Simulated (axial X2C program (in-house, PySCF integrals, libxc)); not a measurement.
Excited states of PC⁻ by EOM-EE-CCSD

Computed with an in-house all-electron X2C program for linear molecules (integrals from PySCF): two-component X2C with atomic mean-field Coulomb and Gaunt terms, Gaussian nuclei, basis P dyall-av3z, C dyall-av3z with contracted cores.

R = 1.600 Å (near the PBE0 minimum at charge -1 of the determinant lowest at the starting distance; the state shown can have its own minimum elsewhere).

Hartree–Fock spinors of PC⁻ (one of each Kramers pair; a window near the gap, which can cut inner shells):

```json
{"ω": "1/2", "occupied": "yes", "ε (eV)": "-18.88", "character": "38% C s, 32% P s, 13% C p"}
{"ω": "1/2", "occupied": "yes", "ε (eV)": "-9.20", "character": "30% P p, 26% P s, 19% C s"}
{"ω": "1/2", "occupied": "yes", "ε (eV)": "-4.36", "character": "50% C p, 22% P p, 13% C s"}
{"ω": "1/2", "occupied": "yes", "ε (eV)": "-3.47", "character": "50% P p, 40% C p, 6% C d"}
{"ω": "3/2", "occupied": "yes", "ε (eV)": "-3.45", "character": "50% P p, 40% C p, 6% C d"}
{"ω": "1/2", "occupied": "no", "ε (eV)": "4.06", "character": "46% P p, 40% C p, 10% P s"}
{"ω": "1/2", "occupied": "no", "ε (eV)": "4.87", "character": "41% P p, 30% C p, 20% P s"}
{"ω": "1/2", "occupied": "no", "ε (eV)": "5.05", "character": "57% C p, 42% P p"}
{"ω": "3/2", "occupied": "no", "ε (eV)": "5.05", "character": "56% C p, 43% P p"}
{"ω": "3/2", "occupied": "no", "ε (eV)": "5.12", "character": "49% P p, 40% C p, 8% P d"}
{"ω": "1/2", "occupied": "no", "ε (eV)": "5.12", "character": "50% P p, 39% C p, 8% P d"}
```

Vertical excitation energies from the closed-shell determinant state of PC⁻:

```tsv
Ω	excitation (eV)	cm⁻¹	hole of the leading pair	particle of the leading pair	weight of the pair (for Ω = 0 its time-reversed partner can hold as much again)	singles weight
0⁻	3.184	25684	47% P pπ, 38% C pπ	37% C pπ, 25% P dπ, 24% P pπ	0.24	0.96
1	3.185	25688	50% P pπ, 40% C pπ	37% C pπ, 25% P dπ, 24% P pπ	0.48	0.96
0⁺	3.221	25978	54% C pσ, 17% P pσ, 16% C sσ	37% C pπ, 26% P pπ, 23% P dπ	0.46	0.93
0⁻	3.222	25987	53% C pσ, 17% P pσ, 15% C sσ	37% C pπ, 26% P pπ, 23% P dπ	0.46	0.93
1	3.227	26025	54% C pσ, 17% P pσ, 16% C sσ	36% C pπ, 26% P pπ, 23% P dπ	0.46	0.93
2	3.232	26066	54% C pσ, 17% P pσ, 16% C sσ	36% C pπ, 27% P pπ, 23% P dπ	0.93	0.93
3	3.845	31013	50% P pπ, 40% C pπ	35% C pπ, 26% P dπ, 26% P pπ	0.95	0.95
2	3.850	31054	50% P pπ, 40% C pπ	35% C pπ, 26% P dπ, 25% P pπ	0.49	0.95
1	3.855	31096	50% P pπ, 40% C pπ	36% C pπ, 26% P dπ, 25% P pπ	0.95	0.95
0⁻	3.890	31376	54% C pσ, 17% C sσ, 16% P pσ	45% P pσ, 41% C pσ, 8% P sσ	0.45	0.90
1	3.890	31376	54% C pσ, 17% C sσ, 16% P pσ	45% P pσ, 41% C pσ, 8% P sσ	0.90	0.90
```

This point took 52 s on 1 thread of Intel(R) Xeon(R) Processor @ 2.30GHz, with other jobs on the host.

Reference electrons by ω block (each with its −ω partner): 1/2: 9, 3/2: 2. 10 electrons of PC⁻ correlated (inner shells frozen), 88 natural virtual spinors (a truncated set); levels can be off by some tenths of an eV. Roots sought by Ω: (0: 5, 1: 4, 2: 3, 3: 1); rows need 60 % singles weight and stop where some Ω has no more roots. Missing are any skipped roots, higher Ω and states of a further excitation; these come out far too high here and may in truth be low or lowest. T1 of the reference 0.025 (Lee–Taylor). The highest Hartree–Fock level of the anion lies at -3.45 eV; relaxation, partly offset by correlation, puts the detachment threshold some tenths of an eV to over one eV lower in magnitude, and states above it are held by the basis set and are not bound. Number of frozen shells: P 2 s, 1 p; C 1 s. Large amplitudes in the reference (orbital relaxation or multireference character) lower the reliability.
